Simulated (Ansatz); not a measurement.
Two isomers of C6H14: A = `CCCCCC`, B = `CCC(C)(C)C`.

Program: Ansatz. Geometries: PBE0-D4/def2-TZVP. ΔE: electronic, gas phase. CBS: MP2 limit from def2 TZ/QZ plus the TZ coupled-cluster correction, frozen cores. Functionals use def2-TZVPP. B3LYP here is the variant with VWN-RPA as its local correlation; programs differ in this. One conformer a species, not always the lowest.

Problem. Which is lower in electronic energy at CCSD(T)/CBS, and by how much? (An estimate is asked.)

Solution. The calculation gave: B, by 16.5 kJ/mol.

Problem. Give E(B) − E(A) in kJ/mol with B3LYP, CCSD/def2-TZVPP, r2SCAN-D4, PBE-D4, B3LYP-D4, HF/def2-TZVPP, MP2/def2-TZVPP. (Best estimate.)

Solution. The calculation gave: B3LYP -6.0, CCSD/def2-TZVPP -14.4, r2SCAN-D4 -14.7, PBE-D4 -11.6, B3LYP-D4 -11.0, HF/def2-TZVPP -3.8, MP2/def2-TZVPP -20.7. None reverses the order clearly.

Largest T1 diagnostic: 0.008.

In def2-TZVPP, CCSD(T) changes the Hartree–Fock value by −13.1 kJ/mol (the triples alone add −2.4 kJ/mol) and MP2 by −16.9 kJ/mol. The D4 term adds −5.1 kJ/mol with B3LYP and −2.6 kJ/mol with PBE0; it sums over pairs of atoms, weighted by their polarisabilities, and B3LYP, whose exchange is more repulsive, gets the larger term.
